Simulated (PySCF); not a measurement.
# A gas-phase reaction: ClH3Si + CH4 → CH6Si + ClH

What reaction energy should one expect for `[SiH3]Cl` + `C` → `C[SiH3]` + `Cl`?

Programs: PySCF 2.14.0. All values are calculated, for the isolated system unless a continuum is named. Atoms count from 0, parts from 1.

## 1. The system as given

Each species was relaxed by itself at PBE0-D3(BJ)/def2-SVPD.

## 2. Reaction energy: wB97M-D3(BJ)/def2-TZVPD

The job: settings as JSON, then the geometry in Å.

```
{"job": {"kind": "react", "xc": "wB97M-D3(BJ)", "basis": "def2-TZVPD"}, "charge": 0, "multiplicity": 1}
-1 ClH3Si charge 0 multiplicity 1
Si    -0.080380    -0.004010     0.097610
Cl    -0.249460     2.071260     0.155190
H     -0.982350    -0.508840    -0.971120
H     -0.483560    -0.534400     1.426780
H      1.336620    -0.341180    -0.200810

-1 CH4 charge 0 multiplicity 1
C      0.001440     0.001770     0.000160
H     -0.504920    -0.357560     0.904520
H      0.014780     1.098680    -0.000100
H     -0.535130    -0.357610    -0.886580
H      1.031010    -0.376460    -0.017200

+1 CH6Si charge 0 multiplicity 1
C      0.990500     0.006790     0.091740
Si    -0.880980    -0.013250    -0.082590
H      1.331930     0.938880     0.565340
H      1.478060    -0.072240    -0.890980
H      1.336970    -0.834080     0.710280
H     -1.536560     0.094330     1.256410
H     -1.344600     1.131610    -0.924370
H     -1.336770    -1.282800    -0.726600

+1 ClH charge 0 multiplicity 1
Cl     0.644700     0.002060    -0.003540
H     -0.643490    -0.000190     0.004170
```

Level: wB97M-D3(BJ)/def2-TZVPD reaction energy of separated species, gas phase.

Started as:

```sh
$ OMP_NUM_THREADS=1 python cluster_run.py task.json out
```

The driver reads the jobs from task.json and runs them one after another.

**Question.** The jobs that follow are: PBE0-D3(BJ)/def2-TZVPD reaction energy of separated species, gas phase; MP2/def2-TZVPD reaction energy of separated species, gas phase. Predict: reaction energy (wB97M-D3(BJ)/def2-TZVPD); ΔH, ΔG at 298 K (xTB thermal terms). Thermal terms come from harmonic xTB runs on each species.

**Answer**, as computed:

```
                                                quantity                    value
               reaction energy (wB97M-D3(BJ)/def2-TZVPD)           23.29 kcal/mol
                     ΔH, ΔG at 298 K (xTB thermal terms)    +20.8, +20.4 kcal/mol
range of the reaction energy over the runs of this table  23.22 to 24.59 kcal/mol
```

**Reading.** The reaction is endothermic by 20.8 kcal/mol in the gas phase; dispersion gives -0.34, and xTB itself gave 37.20 for the electronic energy (xTB energies and thermal terms come from the earlier relaxation of each species, not shown). No barrier was sought. xTB and this level differ widely in the electronic energy, so what comes from xTB (the thermal terms above all) is less safe here. The reaction energy runs from 23.22 (PBE0-D3(BJ)/def2-TZVPD) to 24.59 kcal/mol (MP2/def2-TZVPD).
